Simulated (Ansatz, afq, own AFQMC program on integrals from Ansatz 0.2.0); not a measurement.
Two steps: Ansatz 0.2.0 writes the Fock matrix and Cholesky factors of the valence space, and afq projects on them the lowest state that overlaps trial and start.

```yaml
crystal:
  periodic: [false, false, false]
  atoms:
    - {symbol: Ge, position_ang: [-0.446154, 0.000000, 0.000000]}
    - {symbol: H, position_ang: [-0.957604, 1.446599, 0.000001]}
    - {symbol: H, position_ang: [-0.957603, -0.723300, 1.252791]}
    - {symbol: H, position_ang: [-0.957604, -0.723299, -1.252792]}
    - {symbol: H, position_ang: [1.088196, 0.000000, 0.000000]}
    - {symbol: B, position_ang: [2.586846, 0.000000, 0.000000]}
    - {symbol: H, position_ang: [3.095919, 0.000000, 1.077008]}
    - {symbol: H, position_ang: [3.095919, 0.000000, -1.077009]}
basis:
  gaussian: {orbitals: cc-pVDZ}
magnetization: {spin_polarized: true, initial_magnetization: 1}
correlation: {method: ccsd_t, electrons: outside_noble_gas, hamiltonian_folder: ham}
```

```sh
$ ansatz run in.yaml --threads 1 --pin off --events-out ev --progress --plain --max-ram 16896MiB --backend cuda --devices 0, --max-vram 18GiB
```

Options of the walk:

```
--method phaseless --trial cisd --walkers 4000 --populations 20 --least-time 60 --time-step 0.005 --steps-per-block 50 --equilibration-blocks 28 --max-blocks 4000 --target-error 0.00021 --factor-cut 1e-05 --start spin_pure --seed 5765 --release-times 0.24,0.51,0.99,1.62,2.4 --release-step 0.03 --release-every 3 --taylor-order 6
```

Times are imaginary, in 1/Eh. The walk had a cap of 198 s. With eight or more populations the least sampling time is a fifth of least-time, and the error comes from their spread. Filled inner d shells are frozen with the cores.

afq prints:

```
orbitals 56  electrons 7 6  factors 458 of 715
reference energy -2103.36565396 Eh
CCSD correlation -0.24414468 Eh in 15 cycles, weight of the determinant in the CISD state 0.8733
energy of the start -2103.609235 Eh
 block  time / (1/Eh)  mean weight  energy / Eh
     1     0.250  0.9997  -2103.604895
     2     0.500  0.9999  -2103.606084
     3     0.750  0.9994  -2103.608067
     4     1.000  1.0001  -2103.609933
     5     1.250  0.9999  -2103.611552
    12     3.000  1.0001  -2103.615145
    19     4.750  1.0002  -2103.616447
    24     6.000  1.0001  -2103.616792
    26     6.500  1.0000  -2103.615829
    33     8.250  0.9998  -2103.615866
    40    10.000  1.0001  -2103.616339
    47    11.750  1.0001  -2103.616098
    54    13.500  0.9999  -2103.615609
    56    14.000  1.0001  -2103.615319
    61    15.250  1.0000  -2103.615787
    68    17.000  1.0000  -2103.616154
    75    18.750  0.9997  -2103.615820
    78    19.500  1.0002  -2103.615737
error from the spread of 20 populations
released: time / (1/Eh)  energy / Eh  error  mean overlap
  0.24  -2103.616022  0.000093  0.9967
  0.51  -2103.616221  0.000101  0.9934
  0.99  -2103.616240  0.000077  0.9906
  1.62  -2103.616273  0.000122  0.9879
  2.40  -2103.616301  0.000120  0.9871
energy -2103.615910 +/- 0.000110 Eh
(rows thinned)
```

The run passed its tests (sampling time, drift between the halves within three errors, error under three times the target), which doesn't prove that it has relaxed.

Against this walk (error 3.0 meV) on the same determinant: CCSD(T) 27.7 meV higher, CCSDT(Q) 7.4 meV lower. The error is statistical and leaves out the bias of the constraint. Released to 2.40 1/Eh the energy lies 11 ± 4 meV (both errors) below the phaseless value, which shows part or all of the bias of the constraint, and CCSDT(Q) lies 3.3 meV above the released value.

Cautions: constraint bias not in the error; no relativity below Rb; no spin-orbit coupling; inner d shell frozen.

The walk took 3.1 min on 1 × NVIDIA H100 80GB HBM3 with 2 threads of AMD EPYC 7R13 Processor (Zen 3), on a shared host (the card was shared). The log's last line is the phaseless energy.

CCSDT and higher add their correlation energy to the determinant of the CCSD(T) run, since their own runs factorise the integrals more tightly (a shift of under 2 meV). A walk keeps the symmetry of its determinant, which the program's search chose and which needn't be the lowest solution, so a lower state of the same spin and another symmetry isn't excluded.
